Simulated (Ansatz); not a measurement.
## BSiNH6: which of these isomers lies lowest?

2 of its isomers, all singlets with charge 0: A = `B[SiH2]N`; B = `BN[SiH3]`.

Shapes, held fixed at every level: PBE0-D4/def2-TZVP. Flexible molecules stand in one conformer, not always the lowest. Programs: Ansatz 0.2.0.

Electronic energies in kJ/mol, without zero-point or thermal terms.

```csv
level,kind,B − A
PBE-D4/def2-TZVPP,GGA,-161.1
r2SCAN-D4/def2-TZVPP,meta-GGA,-165.1
BHLYP-D4/def2-TZVPP,global hybrid,-169.8
r2SCAN0-D4/def2-TZVPP,global hybrid,-165.9
B2PLYP/def2-TZVPP,double hybrid,-171.1
CCSD(T)/def2-TZVPP,coupled cluster or CI,-168.3
CCSD(T)/CBS estimate,coupled cluster or CI,-165.9
```

The highest level, CCSD(T)/CBS estimate, puts B lowest of these. All levels agree on that. The B − A difference spans -171.1 to -161.1 kJ/mol over the levels. The CBS estimate extrapolates MP2 from def2-TZVPP and def2-QZVPP and adds CCSD(T) − MP2 in the triple-zeta set, cores frozen.
